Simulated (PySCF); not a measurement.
**Nonlinear optical response: 1-methylcyclopropanemethanol (CC1(CO)CC1, C5H10O)**

Molfile (atoms numbered from 1):
```
C5H10O
     RDKit          3D

 16 16  0  0  0  0  0  0  0  0999 V2000
   -0.7508   -1.4736   -0.5030 C   0  0  0  0  0  0  0  0  0  0  0  0
   -0.1955   -0.1528   -0.0295 C   0  0  0  0  0  0  0  0  0  0  0  0
    1.1758   -0.2415    0.5998 C   0  0  0  0  0  0  0  0  0  0  0  0
    2.1439   -0.7493   -0.2783 O   0  0  0  0  0  0  0  0  0  0  0  0
   -0.4914    1.0863   -0.8365 C   0  0  0  0  0  0  0  0  0  0  0  0
   -1.1356    0.8847    0.5051 C   0  0  0  0  0  0  0  0  0  0  0  0
   -0.0377   -1.9662   -1.1809 H   0  0  0  0  0  0  0  0  0  0  0  0
   -1.7044   -1.3433   -1.0360 H   0  0  0  0  0  0  0  0  0  0  0  0
   -0.9271   -2.1520    0.3476 H   0  0  0  0  0  0  0  0  0  0  0  0
    1.1479   -0.9284    1.4620 H   0  0  0  0  0  0  0  0  0  0  0  0
    1.4602    0.7560    0.9942 H   0  0  0  0  0  0  0  0  0  0  0  0
    2.1156   -0.2083   -1.0754 H   0  0  0  0  0  0  0  0  0  0  0  0
   -1.1128    0.9815   -1.7302 H   0  0  0  0  0  0  0  0  0  0  0  0
    0.2832    1.8558   -0.9196 H   0  0  0  0  0  0  0  0  0  0  0  0
   -0.7987    1.5119    1.3358 H   0  0  0  0  0  0  0  0  0  0  0  0
   -2.2007    0.6391    0.5354 H   0  0  0  0  0  0  0  0  0  0  0  0
  1  2  1  0
  2  3  1  0
  3  4  1  0
  2  5  1  0
  5  6  1  0
  6  2  1  0
  1  7  1  0
  1  8  1  0
  1  9  1  0
  3 10  1  0
  3 11  1  0
  4 12  1  0
  5 13  1  0
  5 14  1  0
  6 15  1  0
  6 16  1  0
M  END
```

Computed with quadratic response CAM-B3LYP/def2-TZVPD first hyperpolarisability, Taylor convention, gas phase in PySCF 2.14.0. Geometry: PBE0-D3(BJ)/def2-SVP.

(1) Give β for the processes computed.

(2) Which lowest excitations, dipole and polarisabilities go with it?

Answers

(1) In 10⁻³⁰ esu, Taylor convention; the vector part is βᵢ = ⅓ Σⱼ (βᵢⱼⱼ + βⱼᵢⱼ + βⱼⱼᵢ); β∥ is 3/5 of the vector part along the dipole, the dipole points from − to +:
| process | λ (nm) | β vector norm | β∥ | β HRS | depolarisation ratio |
| --- | --- | --- | --- | --- | --- |
| static β(0;0,0) | ∞ | 0.59 | -0.27 | 0.22 | 6.89 |
| second harmonic β(−2ω;ω,ω) | 1907 | 0.60 | -0.27 | 0.23 | 6.84 |
| Pockels β(−ω;ω,0) | 1907 | 0.59 | -0.27 | – | – |
| second harmonic β(−2ω;ω,ω) | 1064 | 0.64 | -0.29 | 0.25 | 6.70 |
| Pockels β(−ω;ω,0) | 1064 | 0.60 | -0.28 | – | – |

(2) S1 6.85 eV (f = 0.005); S2 7.41 eV (f = 0.016); S3 7.65 eV (f = 0.015); dipole 1.66 D; isotropic α 64.9 au static, 65.0 au at 1907 nm, 65.4 au at 1064 nm, 65.5 au at 953.5 nm, 66.8 au at 532 nm.
